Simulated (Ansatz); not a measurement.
Input file:

```yaml
crystal:
  periodic: [false, false, false]
  atoms:
    - {symbol: Si, position_ang: [0.000000, 0.000000, 0.000000]}
    - {symbol: Cl, position_ang: [0.000000, 0.000000, 2.897000]}
basis:
  gaussian: {orbitals: 6-31G}
magnetization: {spin_polarized: true, initial_magnetization: 3}
correlation: {method: ccsdtq, electrons: outside_noble_gas}
```

```sh
$ ansatz run in.yaml --threads 1 --pin off --events-out ev --progress --plain --max-ram 2393MiB
```

Log:

```
488 factors; integrals over basis functions are off by at most 3.2e-8 eV
mean field evaluation 1: about -20360.8001 eV, gradient 5.3e0 eV
mean field evaluation 2: about -20360.8028 eV, gradient 5.3e0 eV
mean field evaluation 4: about -20361.3004 eV, gradient 6.0e-1 eV
mean field evaluation 8: about -20361.3096 eV, gradient 1.6e-2 eV
mean field evaluation 16: about -20361.3103 eV, gradient 2.2e-1 eV
mean field evaluation 32: about -20361.3059 eV, gradient 4.7e-2 eV
mean field evaluation 64: about -20360.6872 eV, gradient 7.6e-7 eV
mean field evaluation 96: about -20360.7506 eV, gradient 2.8e-4 eV
mean field evaluation 128: about -20360.7444 eV, gradient 4.1e-1 eV
mean field evaluation 160: about -20360.6435 eV, gradient 2.0e-1 eV
...
cycle  26  -1.67368318 eV  change   -1.0e-6 eV  update   7.9e-6
cycle  27  -1.67368439 eV  change   -1.2e-6 eV  update   4.8e-6
cycle  28  -1.67368539 eV  change   -9.9e-7 eV  update   4.4e-6
cycle  29  -1.67368607 eV  change   -6.8e-7 eV  update   7.0e-6
cycle  30  -1.67368646 eV  change   -3.9e-7 eV  update   6.8e-6
cycle  31  -1.67368629 eV  change    1.6e-7 eV  update   5.4e-6
cycle  32  -1.67368615 eV  change    1.5e-7 eV  update   5.0e-6
cycle  33  -1.67368610 eV  change    4.4e-8 eV  update   4.2e-6
cycle  34  -1.67368616 eV  change   -6.1e-8 eV  update   2.4e-6
cycle  35  -1.67368635 eV  change   -1.9e-7 eV  update   8.9e-7
Total energy: -20362.98333094 eV, -748.3258348862 hartree
```

For the same geometry and basis full CI lies 0.1 meV higher.

Ran on 1 thread of Arm Neoverse N1, shared host: 1.7 min wall, 0.47 GiB peak host memory.
